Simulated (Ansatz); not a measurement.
SiH2F2 (SMILES F[SiH2]F): the vertical ionisation energy from total energies

SiH2F2: 5 atoms, total charge 0, spin state singlet. SMILES: `F[SiH2]F`. The coordinates come from a PBE0-D4/def2-TZVP relaxation.

```tsv
atom	x (Å)	y (Å)	z (Å)
F	-1.0790	0.5382	0.9807
Si	-0.0052	-0.0005	-0.0541
F	1.2476	-0.5206	0.7669
H	-0.5905	-1.1387	-0.7863
H	0.4271	1.1217	-0.9073
```

Both states at this one shape; open shells run unrestricted unless said. 1 Eh = 27.2114 eV.

```
                                 level  program  singlet SiH2F2 (Eh)  doublet [SiH2F2]+ (Eh)
                     wB97X/aug-cc-pVDZ   Ansatz          -490.461044             -489.988495
RPA@PBE/STO-3G, 7 core orbitals frozen   Ansatz          -483.003096             -482.752474
BCCD(T)/STO-3G, 7 core orbitals frozen   Ansatz          -482.957220             -482.647080
```

Q: Work out the vertical ionisation energy at each level.

A: 
1. wB97X/aug-cc-pVDZ: -489.988495 − (-490.461044) = 0.472549 Eh = 12.86 eV.
2. RPA@PBE/STO-3G: -482.752474 − (-483.003096) = 0.250622 Eh = 6.82 eV.
3. BCCD(T)/STO-3G: -482.647080 − (-482.957220) = 0.310140 Eh = 8.44 eV.

No measured value is set beside it here; the levels span 6.82 to 12.86 eV. Minimal sets are far from the basis-set limit.
